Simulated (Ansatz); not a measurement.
Molecule: C2H3 (charge +1, singlet). 
Structure (B3LYP-D3(BJ)/def2-TZVP (Ansatz, a program for electronic structure) minimum search):
```xyz
5

C      0.6664    -0.0823     0.0295
C     -0.5746     0.0710    -0.0254
H      1.7385    -0.2147     0.0769
H     -1.0222     1.0180    -0.3653
H     -1.2665    -0.7354     0.2640
```
Charge +1, spin multiplicity 1.

Total electronic energies in hartree. Cores are frozen in the correlated levels unless marked. No spin-orbit coupling. Non-relativistic. Basis-set limits of correlation are two-point, X^-3; Hartree-Fock from the larger set.

The T1 diagnostic of CCSD in the largest basis is 0.026, which is high, so the coupled-cluster rows are less sure than usual.

| level | program | energy (Eh) |
|---|---|---|
| r2SCAN/def2-TZVPD | Ansatz | (withheld) |
| MP2/cc-pVDZ | Ansatz | -77.32111 |
| RI-MP2/CBS(cc-pVTZ,cc-pVQZ) | Ansatz | -77.4306 |
| SCS-MP2/def2-SVPD | Ansatz | -77.26990 |
| SCS-MP2/cc-pVQZ | Ansatz | -77.42564 |
| CCSD/aug-cc-pVDZ | Ansatz | -77.35914 |
| CCSD/cc-pVDZ | Ansatz | -77.35204 |
| CCSD/aug-cc-pVTZ | Ansatz | -77.42481 |
| CCSD(T)/CBS(def2-TZVPPD,def2-QZVPPD) | Ansatz | -77.4667 |

Q: What belongs in the gaps?

A: 
- r2SCAN/def2-TZVPD, energy (Eh): -77.55889
